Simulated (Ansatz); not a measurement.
**What a trial cell of Ir2Pt relaxes into**

The calculation used DFT PBE, scalar-relativistic, plane waves, PAW in Ansatz. Cutoff 420 eV, Γ-centred k mesh, Gaussian smearing, no spin polarisation in the final step.

The start puts Ir2Pt on the rutile structure type (P4_2/mnm, No. 136), with Pt in place of Ti, Ir in place of O, at a guessed volume.

```
CELL_PARAMETERS angstrom
5.17711 0.00000 0.00000
0.00000 5.17711 0.00000
0.00000 0.00000 3.33458
ATOMIC_POSITIONS crystal
Ir 0.30600 0.30600 0.00000
Ir 0.19400 0.80600 0.50000
Ir 0.69400 0.69400 0.00000
Ir 0.80600 0.19400 0.50000
Pt 0.00000 0.00000 0.00000
Pt 0.50000 0.50000 0.50000
```

Cell and atoms relax at zero pressure; the relaxation can't lower the symmetry of the start. After a coarse first stage the cell is made exact in the group found at 0.06 Å.

The zero of energy is the elements' standard structures at the same level; no fitted shifts are applied.

(1) Which crystal results?

(2) What are its volume, energy, density and gap?

Results:

(1) It keeps P4_2/mnm (No. 136), but not the shape of the type it started on. Conventional cell: a = 5.232 Å, c = 4.471 Å. Ir is coordinated by 3 Pt at 2.44–2.56 Å and 1 Ir at 2.51 Å; Pt has 6 Ir at 2.44–2.56 Å.

```xyz
6
Lattice="5.2318 0.0000 0.0000 0.0000 5.2318 0.0000 0.0000 0.0000 4.4709" Properties=species:S:1:pos:R:3 pbc="T T T"
Ir    1.7276    1.7276    0.0000
Ir    0.8883    4.3435    2.2354
Ir    3.5042    3.5042    0.0000
Ir    4.3435    0.8883    2.2354
Pt    0.0000    0.0000    0.0000
Pt    2.6159    2.6159    2.2354
```

(2) The volume per atom is 20.40 Å³, the density is 15.73 g/cm³ and the energy over the elements is 1.59 eV/atom. The gap on the 8×8×8 mesh is 0 eV (a metal).

The final run used a 8×8×8 mesh on its 6-atom cell and 0.10 eV smearing. The k mesh leaves about 4 meV/atom of noise in metals. Spin–orbit coupling is left out. Symmetry constrained the relaxation, so the result can be a saddle point. The steps took about 4 core-minutes in all.